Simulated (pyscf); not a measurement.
PH (SMILES [PH]) [triplet] + GaH₃ (SMILES [GaH3]) -> :P–GaH₂ (SMILES [P][GaH2]) [triplet] + H₂ (SMILES [H][H]), a four-centre exchange (triplet surface; H–P, Ga–H broken, Ga–P, H–H formed). Optimised with ωB97X-D3(BJ)/def2-SVP in PySCF. Energies in eV from the separated reactants.

Small-basis levels: PySCF, no dispersion term, spherical d functions. AM1 to PM7: differences of heats of formation from MOPAC, which are fitted to 298 K values and so differ in kind from electronic energies by zero-point and thermal terms. Open shells are spin-unrestricted. 

| level | barrier | reaction energy |
|---|---|---|
| HF/STO-3G | 0.25 | -0.25 |
| HF/6-31G*+LANL2DZ | 2.23 | -0.01 |
| PBE/6-31G*+LANL2DZ | 0.70 | -0.39 |
| B3LYP/STO-3G | -0.46 | -2.09 |
| B3LYP/3-21G | 0.82 | -0.49 |
| B3LYP/6-31G*+LANL2DZ | 1.16 | -0.26 |
| M06-2X/6-31G*+LANL2DZ | 1.08 | -0.33 |
| B3LYP/6-311+G**+LANL2DZ | 1.04 | -0.18 |
| PBE/def2-SVP | 0.43 | -0.37 |
| B3LYP/def2-SVP | 0.88 | -0.25 |
| PM6 | -2.70 | -7.18 |
| PM7 | 2.80 | +0.19 |
| ωB97M-D3(BJ)/def2-TZVP | 0.94 | -0.28 |

Against the last row the barrier runs from -3.63 (PM6) to +1.87 eV (PM7). At B3LYP/STO-3G, PM6 this geometry lies under one side, so the entry may be no barrier of that level: it is a single point on another level's saddle. ωB97M-D3(BJ)/def2-TZVP has limits of its own. On the reactant side the descent ends in a complex, 0.22 eV under the separated species and 0.99 eV under the saddle at ωB97X-D3(BJ)/def2-TZVP. At the saddle there is also a short Ga–H contact that neither side keeps. At ωB97X-D3(BJ)/def2-TZVP the barrier from the zero used here is 0.77 eV. The same reactants have a lower exit, to PH₂• + GaH₂• (barrier +0.27 eV at ωB97M-D3(BJ)/def2-TZVP, against +0.94 eV here). :P–GaH₂ [triplet] lies 1.98 eV over its isomer H₂P–Ga [singlet] (electronic energy, ωB97M-D3(BJ)/def2-TZVP). One saddle was located; it need not be the lowest between these sides. In the def2 sets elements up to Kr have no core potential.
